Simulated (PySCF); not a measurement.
**`C(C)(C)=NN`, C3H8N2**

Geometry:
```json
{"atom": "C1", "x (Å)": "-0.899", "y (Å)": "1.410", "z (Å)": "-0.422"}
{"atom": "C2", "x (Å)": "-0.017", "y (Å)": "0.212", "z (Å)": "-0.264"}
{"atom": "C3", "x (Å)": "-0.629", "y (Å)": "-1.090", "z (Å)": "0.170"}
{"atom": "N4", "x (Å)": "1.229", "y (Å)": "0.341", "z (Å)": "-0.531"}
{"atom": "N5", "x (Å)": "2.032", "y (Å)": "-0.745", "z (Å)": "-0.456"}
{"atom": "H6", "x (Å)": "-1.693", "y (Å)": "1.226", "z (Å)": "-1.167"}
{"atom": "H7", "x (Å)": "-1.405", "y (Å)": "1.666", "z (Å)": "0.525"}
{"atom": "H8", "x (Å)": "-0.301", "y (Å)": "2.270", "z (Å)": "-0.749"}
{"atom": "H9", "x (Å)": "-1.703", "y (Å)": "-0.987", "z (Å)": "0.373"}
{"atom": "H10", "x (Å)": "-0.495", "y (Å)": "-1.863", "z (Å)": "-0.606"}
{"atom": "H11", "x (Å)": "-0.156", "y (Å)": "-1.477", "z (Å)": "1.091"}
{"atom": "H12", "x (Å)": "1.774", "y (Å)": "-1.461", "z (Å)": "0.225"}
{"atom": "H13", "x (Å)": "3.002", "y (Å)": "-0.471", "z (Å)": "-0.362"}
```

Theory: quadratic response PBE0/def2-SVPD first hyperpolarisability, Taylor convention, gas phase (PySCF). Geometry: PBE0-D3(BJ)/def2-SVP.

(1) Give the tensor of the second harmonic β(−2ω;ω,ω) at 800 nm in the axes of these coordinates.

## Answers

(1) In au, Taylor convention; rows are the first index (the induced dipole):
|  | xx | yy | zz | xy | xz | yz |
| --- | --- | --- | --- | --- | --- | --- |
| x | +147.7 | +44.2 | +12.9 | -54.5 | -30.8 | +17.2 |
| y | -52.0 | -2.2 | +30.0 | +42.1 | +14.5 | -6.9 |
| z | -31.4 | -5.8 | -42.0 | +15.8 | +12.5 | +34.9 |

Norm of βᵢ = ⅓ Σⱼ (βᵢⱼⱼ + βⱼᵢⱼ + βⱼⱼᵢ): 219.3 au, hyper-Rayleigh value 89.9 au.
